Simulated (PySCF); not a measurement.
## `O=[S@@]1CC[C@@H]1F`, C₃H₅FOS

Geometry:
```tsv
atom	x (Å)	y (Å)	z (Å)
O1	0.226	2.055	1.166
S2	0.222	1.548	-0.194
C3	-1.116	0.238	-0.295
C4	-0.165	-0.861	0.168
C5	1.112	-0.139	-0.228
F6	2.163	-0.273	0.616
H7	-1.433	0.135	-1.329
H8	-1.964	0.443	0.350
H9	-0.193	-0.967	1.252
H10	-0.309	-1.841	-0.289
H11	1.462	-0.335	-1.244
```

Method: TDDFT B3LYP/def2-SVPD circular dichroism and optical rotation, one conformer, gas phase (PySCF). Geometry: GFN2-xTB.

States above about 6.7 eV lie in this functional's continuum (it starts at minus the energy of the highest occupied orbital, well below the true ionisation energy for most functionals) and depend on the basis.

(1) Draw the ECD and absorption spectra from the lowest 16 states, each a Gaussian of half-width 0.2 eV at 1/e height.

## Answers

(1) 
| E (eV) | λ (nm) | Δε (L mol⁻¹ cm⁻¹) | ε (L mol⁻¹ cm⁻¹) |
| --- | --- | --- | --- |
| 4.47 | 278 | 0.00 | 3.38 |
| 4.62 | 269 | +0.08 | 81.8 |
| 4.77 | 260 | +0.60 | 644 |
| 4.92 | 252 | +1.55 | 1650 |
| 5.07 | 245 | +1.67 | 1420 |
| 5.22 | 238 | +2.26 | 648 |
| 5.37 | 231 | +2.92 | 456 |
| 5.52 | 225 | +1.40 | 226 |
| 5.67 | 219 | -0.06 | 334 |
| 5.82 | 213 | -1.44 | 1630 |
| 5.97 | 208 | -2.19 | 3060 |
| 6.12 | 203 | -2.48 | 2440 |
| 6.27 | 198 | -7.25 | 1430 |
| 6.42 | 193 | -3.21 | 2000 |
| 6.57 | 189 | +7.05 | 4350 |
| 6.72 | 185 | +4.08 | 4600 |
| 6.87 | 181 | +1.74 | 2190 |
| 7.02 | 177 | +5.17 | 1590 |
| 7.17 | 173 | +6.15 | 3230 |
| 7.32 | 169 | -3.62 | 4740 |
| 7.47 | 166 | -10.59 | 5350 |
| 7.62 | 163 | -8.98 | 6860 |
| 7.77 | 160 | -7.13 | 8560 |
| 7.92 | 157 | +5.52 | 6230 |

Δε uses R in velocity form, ε uses f in length form. Only the states computed contribute, so the short-wavelength end is incomplete.

The sign of the CD bands at 232, 152 nm isn't settled: the length form gives the opposite one.
